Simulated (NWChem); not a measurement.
# sulfur dioxide (SO2); SMILES O=S=O

All runs: NWChem. Pople sets run with spherical d functions. Each level has its own optimisation. Computed dipoles belong to the equilibrium geometry; the measured one is vibrationally averaged.

Measured dipole moment: 1.63 D (NIST CCCBDB, as tabulated in the package chemicals).

```tsv
level	dipole moment (D)	computed − measured
Hartree-Fock/STO-3G	2.16	+0.53
Hartree-Fock/3-21G	2.98	+1.35
Hartree-Fock/6-31G*	[?]	[?]
B3LYP/6-31G*	1.79	+0.16
LDA (Slater exchange, VWN5)/def2-SVP	1.68	+0.05
PBE/def2-SVP	[?]	[?]
BLYP/def2-SVP	1.73	+0.10
PBE0/def2-SVP	1.83	+0.20
```

### Question
Fill in the missing entries.

### Answer

- PBE/def2-SVP, dipole moment (D): 1.67
- PBE/def2-SVP, computed − measured: +0.04
- Hartree-Fock/6-31G*, dipole moment (D): 2.20
- Hartree-Fock/6-31G*, computed − measured: +0.57
